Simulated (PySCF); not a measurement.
C3H4.

```xyz
7

C      0.0000     0.0000    -1.3001
C      0.0000     0.0000     0.0000
C      0.0000     0.0000     1.3001
H      0.6550     0.6550    -1.8632
H     -0.6550    -0.6550    -1.8632
H      0.6550    -0.6550     1.8632
H     -0.6550     0.6550     1.8632
```

The structure is a stationary point at B3LYP-D3(BJ)/def2-TZVP.

Level of theory: PySCF with PBE/pcSseg-2. Non-relativistic, no solvent.

Question: Give the absolute GIAO shielding of each atom: isotropic value and principal components (ppm). (Estimate from the structure and the level; the computed values follow.)

Answer: 
| atom | σ(iso) | σ11 | σ22 | σ33 | span |
|---|---|---|---|---|---|
| C1 | 105.0 | 16.6 | 133.3 | 165.1 | 148.5 |
| C2 | -47.0 | -71.2 | -71.2 | 1.2 | 72.4 |
| C3 | 105.0 | 16.6 | 133.3 | 165.1 | 148.5 |
| H4 | 26.6 | 25.0 | 25.5 | 29.4 | 4.4 |
| H5 | 26.6 | 25.0 | 25.5 | 29.4 | 4.4 |
| H6 | 26.6 | 25.0 | 25.5 | 29.4 | 4.4 |
| H7 | 26.6 | 25.0 | 25.5 | 29.4 | 4.4 |
